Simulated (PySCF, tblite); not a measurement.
Isomers of C5H9S (doublet state), one GFN2-xTB conformer each. Single-point energies are computed at B3LYP/pcH-1 (PySCF, gas phase, no added dispersion term), electronic only. GFN2-xTB treats the open shell by occupation alone, and not every SCF solution was tested for stability.

Question: Rank them by B3LYP/pcH-1 energy, lowest first (kcal/mol).
A. `[CH2:1]=[CH:2][CH2:3][CH:4][CH2:5][SH:6]` (doublet state) with C1–C2–C3–C4 -111°, C2–C3–C4–C5 91°, C3–C4–C5–S6 -92°, C4–C5–S6–H 57°
B. `[CH2:1]=[CH:2][CH2:3][CH2:4][CH:5][SH:6]` (doublet state) with C1–C2–C3–C4 113°, C2–C3–C4–C5 180°, C3–C4–C5–S6 -77°, C4–C5–S6–H -28°
C. `[H]/[C:1]=[CH:2]\[CH2:3][CH2:4][CH2:5][SH:6]` (doublet state) with C1–C2–C3–C4 118°, C2–C3–C4–C5 -66°, C3–C4–C5–S6 -179°, C4–C5–S6–H -64°

Answer: B (0.0), A (4.1), C (18.3).

Neighbours under 5.0 kcal/mol apart (C=CCC[CH]S and C=CC[CH]CS) can change places with a better method, another conformer or zero-point energy. GFN2-xTB itself gives, in the same order: 0.0, 4.2, 20.3. Both levels put the same isomer lowest; measured from each level's own lowest isomer, the values differ by up to 2.0 kcal/mol ([H]/[C]=C\CCCS: 20.3 against 18.3).

Question: What happens when harmonic zero-point energies from GFN2-xTB frequencies are added?

Answer: 
| SMILES | ZPE (kcal/mol) | electronic (kcal/mol) | with ZPE (kcal/mol) |
| --- | --- | --- | --- |
| C=CCC[CH]S | 75.5 | 0.0 | 0.0 |
| C=CC[CH]CS | 74.8 | 4.1 | 3.4 |
| [H]/[C]=C\CCCS | 75.1 | 18.3 | 17.9 |

The zero-point energies span 0.7 kcal/mol. The order is unchanged.
